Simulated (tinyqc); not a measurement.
Worked calculation: geometry optimisation on the unrestricted B3LYP (VWN-RPA form)/sto-3g surface (energies and gradients from PySCF), for CH2, spin multiplicity 3. Computed by tinyqc, a small Python program that keeps every step (integrals from PySCF). Settings: charge = 0, multiplicity = 3, basis = sto-3g, functional = b3lyp, optimiser = sd, first Hessian = 0.3, largest step = 0.3, iteration cap = 30. Command: `OMP_NUM_THREADS=1 python tinyqc.py 30510 30511 out.jsonl` (the two numbers bound the seeds that draw the settings). One thread of a shared host (Intel(R) Xeon(R) Processor @ 2.60GHz), about 20 s of CPU time with the checks.

positions at the start (bohr):
```
,x,y,z
1C,-0.0076,-0.0076,0.0529
2H,0.1304,1.6535,0.9713
3H,-0.0416,-1.6006,0.9619
```

Stop when the largest gradient component is below 3e-5 hartree/bohr.

Course of the optimisation:
```
step,E (hartree),largest gradient (hartree/bohr)
1,-38.626026,1.29e-01
2,-38.645064,4.03e-02
3,-38.639364,1.16e-01
4,-38.635136,1.27e-01
5,-38.639306,1.04e-01
6,-38.635295,1.33e-01
7,-38.639380,1.04e-01
8,-38.635349,1.33e-01
9,-38.639404,1.04e-01
10,-38.635367,1.33e-01
11,-38.639412,1.04e-01
12,-38.635373,1.33e-01
13,-38.639415,1.05e-01
14,-38.635375,1.33e-01
15,-38.639416,1.05e-01
16,-38.635376,1.33e-01
17,-38.639416,1.05e-01
18,-38.635376,1.33e-01
19,-38.639416,1.05e-01
20,-38.635376,1.33e-01
21,-38.639416,1.05e-01
22,-38.635376,1.33e-01
23,-38.639416,1.05e-01
24,-38.635376,1.33e-01
25,-38.639416,1.05e-01
26,-38.635376,1.33e-01
27,-38.639416,1.05e-01
28,-38.635376,1.33e-01
29,-38.639416,1.05e-01
30,-38.635376,1.33e-01
```

Can the last value be used, and what does the course show?

Not by the stop rule. Not converged within 30 steps: the energy rises at some steps, so steps overshoot. Reruns: method bfgs, first Hessian 0.6, largest step 0.3: converged in 8 (E = -38.64943).
